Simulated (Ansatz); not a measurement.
```yaml
crystal:
  periodic: [false, false, false]
  atoms:
    - {symbol: B, position_ang: [-1.223492, 0.956186, -0.749963]}
    - {symbol: B, position_ang: [0.327521, 0.568608, -0.579942]}
    - {symbol: Si, position_ang: [0.742637, -0.902988, 0.748655]}
    - {symbol: H, position_ang: [-1.939692, 0.375726, -1.519536]}
    - {symbol: H, position_ang: [-1.755695, 1.764263, -0.038719]}
    - {symbol: H, position_ang: [1.280647, 1.033506, -1.134736]}
    - {symbol: H, position_ang: [1.445531, -2.005386, 0.033436]}
    - {symbol: H, position_ang: [1.656729, -0.356483, 1.791138]}
    - {symbol: H, position_ang: [-0.445686, -1.479731, 1.432468]}
basis:
  gaussian: {orbitals: def2-TZVPP}
total_charge: 1
magnetization: {spin_polarized: true, initial_magnetization: 1}
hamiltonian: {xc: {name: HF}}
correlation: {active_space: {window: {electrons: 6, orbitals: 2}}}
```

```sh
$ ansatz run in.yaml --threads 2 --pin off --events-out ev --progress --plain --max-ram 4352MiB
```

(1) How does Ansatz answer? (Estimate.)

## Answers

(1) Ansatz gave: The program refused the input.
```
Error: invalid value for `correlation.active_space`: it starts from restricted Hartree–Fock orbitals; set hamiltonian.xc: hf without magnetization.spin_polarized
```
